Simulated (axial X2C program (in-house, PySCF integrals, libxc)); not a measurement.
**Spin–orbit effects along a row: molecules with P (ions), PBE0**

All values come from calculations with an in-house all-electron X2C program for linear molecules (integrals from PySCF), spin-free (one-electron X2C) or two-component (2c: spin–orbit coupling with atomic mean-field Coulomb and Gaunt terms, which also bring small scalar terms), in Dyall basis sets with cores contracted in-house; open shells are unrestricted.

Basis sets: Al dyall-v3z, Mg dyall-cv3z, Na dyall-cv3z, P dyall-v3z, S dyall-av3z, Si dyall-v3z.

```csv
molecule,spin-free state,Re (Å),ωe (cm⁻¹),De (eV),2c state,Re 2c (Å),ωe 2c (cm⁻¹),De 2c (eV)
NaP⁺,"M_S = 3/2, Λ = 0",3.032,132.0,0.27,Ω = 3/2,3.032,132.0,0.27
MgP⁺,"M_S = 1, Λ = 0",2.440,360.1,1.50,Ω = 1,2.440,359.9,1.50
AlP⁺,"M_S = 3/2, Λ = 0",2.476,259.0,0.81,Ω = 3/2,2.477,258.7,0.81
SiP⁺,"M_S = 1, Λ = 0",2.226,507.9,3.06,Ω = 1,2.226,507.7,3.06
PS⁺,"M_S = 0, Λ = 0",1.826,887.6,6.67,Ω = 0,1.826,887.3,6.67
```

Problem. Work out the shifts from the spin-free to the two-component result.

Solution. 

```csv
molecule,2c state,ΔRe (Å),Δωe (cm⁻¹),ΔDe (eV)
NaP⁺,Ω = 3/2,0.000,0.0,0.00
MgP⁺,Ω = 1,0.000,-0.2,0.00
AlP⁺,Ω = 3/2,0.001,-0.3,0.00
SiP⁺,Ω = 1,0.000,-0.2,0.00
PS⁺,Ω = 0,0.000,-0.3,0.00
```

Shifts of one unit in the last digit are rounding.

Fragments in 2c: P + Na+, P + Mg+, P + Al+, P + Si+, S+ + P. Each entry is the lowest single determinant of a limited PBE0 search at one distance. De goes to single-determinant-based atoms at the same level (for ions the charge split of lowest energy) and is withheld (n/a) where an atom does not fit its ground term or J level. Main or longest-lived isotopes. One determinant is a doubtful description, or other states lie close, for NaP⁺, MgP⁺, AlP⁺, SiP⁺; these need not be ground states, and all values refer to the states named. Some open-shell Ω = 0 determinants are out of reach, so the Ω given for MgP⁺, SiP⁺ need not be the lowest component. With several unpaired electrons the Ω given is that of one determinant, not necessarily of the lowest component. Some light 2c atoms are not at their ground J level, so De misses part of their lowering (0.04 eV or less). The functionals have no current term, which raises determinants with orbital currents.
